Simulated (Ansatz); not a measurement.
## B2H, doublet: the ladder up to full CI

Geometry: a point of a breathe scan, not a stationary point.

```xyz
3

B     0.0000    0.0000    0.1287
B     0.0000    0.0000   -1.5737
H     0.0000    0.0000    1.4451
```

Basis 6-31G; Ansatz 0.2.0. Only valence electrons are correlated (noble-gas cores frozen), which leaves 7 electrons in 18 orbitals. R marks a restricted (for open shells ROHF) determinant, U an unrestricted one. Active spaces: valence = (7e, 9o) chosen from the atoms' valence shells; pair = (3e, 3o) about the gap.

Full CI is exact within this basis and frozen core; it isn't the basis-set limit. The frozen core follows each run's orbitals, which can shift R against U totals by a few meV.

For open shells CISD and CISDTQ are restricted-active-space CI with the open shells as a complete middle space.

The determinant under UMP2, UCCSD, UCCSD(T), UCCSDT, UCCSDT(Q) fills its π shells in a way that full CI's natural occupations don't show, so these levels stand on another configuration than full CI's state and aren't compared.

```
UHF ⟨S²⟩                            : 1.578
⟨S²⟩ of the determinant under UCCSD : 1.758
T1 diagnostic (RCCSD)               : 0.0218
largest doubles amplitude (RCCSD)   : 0.120
T1 diagnostic (UCCSD)               : 0.0786
```

```json
{"level": "RHF", "E − E(full CI) (kJ/mol)": "291.6", "share of correlation (%)": "0.00", "wall time": "–"}
{"level": "RMP2", "E − E(full CI) (kJ/mol)": "103.6", "share of correlation (%)": "64.48", "wall time": "–"}
{"level": "UMP2†", "E − E(full CI) (kJ/mol)": "66.2", "share of correlation (%)": "–", "wall time": "–"}
{"level": "CISD", "E − E(full CI) (kJ/mol)": "28.5", "share of correlation (%)": "90.22", "wall time": "0.51 s"}
{"level": "RCCSD", "E − E(full CI) (kJ/mol)": "12.4", "share of correlation (%)": "95.74", "wall time": "–"}
{"level": "UCCSD*†", "E − E(full CI) (kJ/mol)": "-42.0", "share of correlation (%)": "–", "wall time": "–"}
{"level": "RCCSD(T)", "E − E(full CI) (kJ/mol)": "5.0", "share of correlation (%)": "98.28", "wall time": "0.9 s"}
{"level": "UCCSD(T)*†", "E − E(full CI) (kJ/mol)": "-74.0", "share of correlation (%)": "–", "wall time": "1.8 s"}
{"level": "BCCD(T)", "E − E(full CI) (kJ/mol)": "4.8", "share of correlation (%)": "98.36", "wall time": "1 s"}
{"level": "RCCSDT", "E − E(full CI) (kJ/mol)": "0.9", "share of correlation (%)": "99.70", "wall time": "–"}
{"level": "UCCSDT*†", "E − E(full CI) (kJ/mol)": "5.4", "share of correlation (%)": "–", "wall time": "–"}
{"level": "CISDTQ", "E − E(full CI) (kJ/mol)": "1.3", "share of correlation (%)": "99.57", "wall time": "2.6 s"}
{"level": "RCCSDT(Q)", "E − E(full CI) (kJ/mol)": "0.3", "share of correlation (%)": "99.89", "wall time": "2.9 s"}
{"level": "UCCSDT(Q)*†", "E − E(full CI) (kJ/mol)": "1.4", "share of correlation (%)": "–", "wall time": "6.5 s"}
{"level": "RCCSDTQ", "E − E(full CI) (kJ/mol)": "0.0", "share of correlation (%)": "99.99", "wall time": "21 s"}
{"level": "UCCSDTQ*†", "E − E(full CI) (kJ/mol)": "2.1", "share of correlation (%)": "–", "wall time": "53 s"}
{"level": "CASSCF (pair space)", "E − E(full CI) (kJ/mol)": "239.1", "share of correlation (%)": "18.01", "wall time": "–"}
{"level": "NEVPT2 (pair space)", "E − E(full CI) (kJ/mol)": "78.7", "share of correlation (%)": "73.00", "wall time": "0.54 s"}
{"level": "CASSCF (valence space)†", "E − E(full CI) (kJ/mol)": "66.8", "share of correlation (%)": "–", "wall time": "–"}
{"level": "NEVPT2 (valence space)†", "E − E(full CI) (kJ/mol)": "21.4", "share of correlation (%)": "–", "wall time": "4.1 s"}
{"level": "MRCISD (valence space)†", "E − E(full CI) (kJ/mol)": "3.3", "share of correlation (%)": "–", "wall time": "–"}
{"level": "MRCISD+Q (valence space)†", "E − E(full CI) (kJ/mol)": "2.3", "share of correlation (%)": "–", "wall time": "6.5 s"}
{"level": "MRCISD+Q(relaxed) (valence space)†", "E − E(full CI) (kJ/mol)": "1.7", "share of correlation (%)": "–", "wall time": "8 s"}
```

An asterisk marks runs whose energy the program itself flagged as in doubt. A dagger marks rows that describe another state than the reference (another or a broken symmetry, a higher spin or other natural occupations), so the difference holds a gap between states beside the method's error.

The correlation energy at full CI, counted from RHF, is -3.022 eV. That run took 11 s on 1 thread of Arm Neoverse V1, shared host over 624,320 determinants.

Run but not shown, since their state, orbitals or frozen core can't be matched to the reference's or they repeat it: UHF.

Times hold each run's SCF and search for its determinant on a shared host, so for small cases they say little of a method's own cost; they ran on 1 thread of Arm Neoverse V1.

The full-CI state has the irrep B2 of C2v, in the program's axes (one component, if the state is degenerate).

Natural occupations of full CI about the gap: 1.958 1.948 1.806 0.988 0.136 0.053 0.043 0.023 0.019 0.008; effectively unpaired electrons, Σ n²(2−n)², 1.23.
